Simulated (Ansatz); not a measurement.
Geometry optimisation, Ansatz 0.2.0, RKS B3LYP-D4/def2-SVP.

Input file:

```yaml
crystal:
  periodic: [false, false, false]
  atoms:
    - { symbol: B, position_ang: [0.0, 0.0, 0.0] }
    - { symbol: H, position_ang: [0.0, 0.0, 1.19] }
    - { symbol: O, position_ang: [1.2211, 0.0, -0.705] }
    - { symbol: H, position_ang: [1.5209, -0.9519, -0.8599] }
    - { symbol: O, position_ang: [-1.2211, 0.0, -0.705] }
    - { symbol: H, position_ang: [-1.7308, -0.8467, -0.4965] }
basis:
  gaussian: { orbitals: def2-SVP }
hamiltonian:
  xc: b3lyp
  dispersion: d4
relax:
  f_tol: 0.02
  max_steps: 40
output:
  orbitals: {}
```

Launched with:

```bash
$ ansatz run input.yaml --threads 1 --pin off --max-ram 2048MiB --backend cpu --events-out ev --progress --plain --runs-dir out
```

Task: Where does it end, and by what steps?

Result: The run converged. After 8 steps the energy has fallen by 1.127 eV; O5 moved furthest, 0.60 Å.

| step | energy less start (eV) | largest force component (eV/Å) | accepted |
| --- | --- | --- | --- |
| 0 | 0.0000 | 1.913 | yes |
| 1 | -0.2535 | 2.505 | yes |
| 2 | -0.3893 | 3.044 | yes |
| 3 | -0.7959 | 1.280 | yes |
| 4 | -1.0361 | 0.707 | yes |
| 5 | -1.0956 | 0.795 | yes |
| 6 | -1.1251 | 0.105 | yes |
| 7 | -1.1267 | 0.034 | yes |
| 8 | -1.1269 | 0.008 | yes |

```xyz
6
Properties=species:S:1:pos:R:3
B 0.040 -0.188 0.061
H -0.163 0.175 1.196
O 1.325 -0.247 -0.362
H 1.395 -0.547 -1.280
O -0.965 -0.533 -0.793
H -1.842 -0.459 -0.399
```

Time of the run: 9.1 s on 1 thread of AMD EPYC 7R43 64-Core Processor (Zen 3), on a shared host, peak memory 0.12 GiB.
